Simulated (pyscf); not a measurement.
Elementary routes open to HO–Si(SiH₃)(SiH₃)–SiH₃ + hydrogen chloride (HCl) in the gas phase (singlet surface):
A. HO–Si(SiH₃)(SiH₃)–Cl + silane (SiH₄) (Si–Si, Cl–H broken; Cl–Si, H–Si formed)
B. HO–Si(SiH₃)(SiH₃)–SiH₂–Cl + hydrogen (H₂) (H–Si, Cl–H broken; Cl–Si, H–H formed)

Single points on ωB97X-D3(BJ)/def2-SVP structures (PySCF, gas phase).

**Question.** Rank the routes by free-energy barrier at 900 K, lowest first, for ωB97M-D3(BJ)/def2-TZVP energies (ideal gas, 1 atm, RRHO with modes under 100 cm⁻¹ raised to 100, one conformer, R ln 2 for chiral ones without a mode under 150 cm⁻¹).

**Answer.** A (2.65 eV), B (2.83 eV)

Route A is the fastest of these, ahead of the next by 0.17 eV. The most stable products are those of A (ΔG = -1.00 eV), so kinetics and thermodynamics agree. At 298 K A is still the fastest. Only these routes are compared; each barrier is that of the saddle found, and lower ones may exist.
